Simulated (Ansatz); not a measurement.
C2H5S, SMILES `[CH2]SC` radical. Charge 0, multiplicity 2.

```xyz
8

C     0.7797   -0.2919   -1.2721
S     0.8696    0.7456    0.0651
C    -0.5667    0.2383    1.0126
H    -0.0830   -0.9207   -1.4392
H     1.5612   -0.2161   -2.0134
H    -1.4786    0.3844    0.4320
H    -0.6049    0.8667    1.9022
H    -0.4773   -0.8063    1.3128
```

Question: List the harmonic frequencies (cm⁻¹, unscaled) at PBE0-D4/def2-TZVP in Ansatz. (Best estimate.)

Answer: Ansatz gave: 100, 177, 297, 348, 735, 872, 891, 960, 1027, 1342, 1400, 1456, 1473, 3057, 3144, 3163, 3181, 3307.

Question: Is this a minimum?

Answer: Yes, all 18 modes are real.

Question: Give the ideal-gas thermochemistry at 298.15 K and 1 bar (rigid rotor, harmonic oscillator; point group C1, symmetry number 1).

Answer: Zero-point energy 161.1 kJ/mol; H(298) − E = 177.4 kJ/mol; entropy 301.8 J/(mol·K), of which translation 160.2, rotation 97.2, vibration 38.7, electronic 5.8; G(298) − E = 87.4 kJ/mol. Modes under 100 cm⁻¹ are hindered rotations or soft bends, so the harmonic entropy is rough.
